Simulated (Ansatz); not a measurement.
hcp Ti, treated with PBE-D3(BJ) (plane waves, PAW; Ansatz, a program for electronic structure).

Settings: plane-wave cutoff 520 eV, 24×24×14 k mesh (along the axes of the cell as run), Fermi–Dirac smearing 0.031 eV (set by the program), no spin polarisation, scalar-relativistic PAW data made under PBE.

Computed at the level's own relaxed cell.

Elastic tensor (GPa, Voigt notation, ions relaxed):

```
  189.1    90.0    82.0     0.0     0.0     0.0
   90.0   189.1    82.0     0.0     0.0     0.0
   82.0    82.0   203.6     0.0     0.0     0.0
    0.0     0.0     0.0    44.8     0.0     0.0
    0.0     0.0     0.0     0.0    44.8     0.0
    0.0     0.0     0.0     0.0     0.0    49.5
```

Question: Work out the Voigt, Reuss and Hill averages of the bulk and shear moduli, Young's modulus and Poisson's ratio from the printed constants.

Answer: K_V = [C11 + C22 + C33 + 2(C12 + C13 + C23)]/9 = [581.8 + 2 × 254.0]/9 = 121.1 GPa. G_V = [581.8 − 254.0 + 3 × 139.1]/15 = 49.7 GPa. From the compliances S = C⁻¹, K_R = 121.1 and G_R = 49.1 GPa. Hill means: K = 121.1, G = 49.4 GPa. E = 9KG/(3K + G) = 130 GPa, ν = (3K − 2G)/(6K + 2G) = 0.32, K/G = 2.45.

Measured, for comparison: elastic constant C11 176 GPa, elastic constant C12 87 GPa, elastic constant C44 51 GPa, elastic constant C33 191 GPa, elastic constant C13 68 GPa (4 K, zero-point motion not removed; as tabulated in Ferrari et al. (2019), arXiv:1905.01197). Computed (rounded) less measured: elastic constant C11 +7 %, elastic constant C12 +3 %, elastic constant C44 -12 %, elastic constant C33 +7 %, elastic constant C13 +21 %.

Note: the dispersion coefficients are held fixed in the derivatives.

The computed numbers hold no vibrational or temperature effects.
